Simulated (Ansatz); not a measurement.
## Palladium, fcc: convergence with Gaussian smearing

Computed with Ansatz, r²SCAN, scalar-relativistic PAW, on the relaxed cell (a = 3.914 Å; ferromagnetic, net 0.41 μB per atom). Errors count from a run at 500 eV on a Γ-centred 23×23×23 mesh with Fermi-Dirac smearing of 0.05 eV, extrapolated to zero width. Fixed here: cutoff 500 eV, mesh 14×14×14.

```csv
width (eV),E(σ→0) error (meV/atom),F error (meV/atom),P (GPa),sphere moment (μB),SCF iterations
0.01,1.6,1.5,-0.05,0.50,11
0.03,1.6,1.3,-0.05,0.50,11
0.1,1.5,-1.9,0.00,0.50,11
0.2,1.7,-12.2,0.07,0.46,14
0.3,4.8,-30.6,0.07,0.35,16
0.6,-14.5,-132.5,0.50,0.00,18
1.0,-57.7,-313.3,1.73,0.00,17
```
